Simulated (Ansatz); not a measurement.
C$_{2}$H$_{3}$FOS$_{2}$ (`FC1(S)OCS1`) at its PBE0-D4/def2-TZVP geometry, where that method's forces vanish. The species carries charge 0 and has multiplicity 1.

```
atom   x (Å)   y (Å)   z (Å)
  F1  -1.708  -0.841  -0.067
  C2  -0.432  -0.501   0.237
  S3  -0.044  -1.097   1.893
  O4  -0.259   0.861   0.018
  C5   0.754   0.807  -0.977
  S6   0.811  -1.014  -0.988
  H7  -1.223  -0.730   2.429
  H8   1.680   1.266  -0.628
  H9   0.421   1.247  -1.918
```

Q: For each bond, give half the difference of the two atoms' forces along it (eV/Å; positive pushes the atoms apart) under PBE-D4, r2SCAN-D4, B3LYP-D4, ωB97M-V in def2-TZVPP. (An estimate is asked.)

A: Computed: 
```tsv
bond	length (Å)	PBE-D4	r2SCAN-D4	B3LYP-D4	ωB97M-V
F1–C2	1.355	0.56	0.27	0.28	0.20
C2–S3	1.802	0.06	0.04	0.05	-0.05
C2–O4	1.390	0.39	0.22	0.18	0.13
C2–S6	1.820	0.22	0.12	0.21	-0.03
S3–H7	1.346	0.27	0.01	-0.03	-0.12
O4–C5	1.422	0.37	0.32	0.30	0.25
C5–S6	1.822	0.28	0.23	0.38	0.11
C5–H8	1.091	0.05	-0.10	-0.19	-0.15
C5–H9	1.091	0.05	-0.10	-0.20	-0.16
```

B3LYP here is the variant with VWN-RPA as its local correlation; programs differ in this.
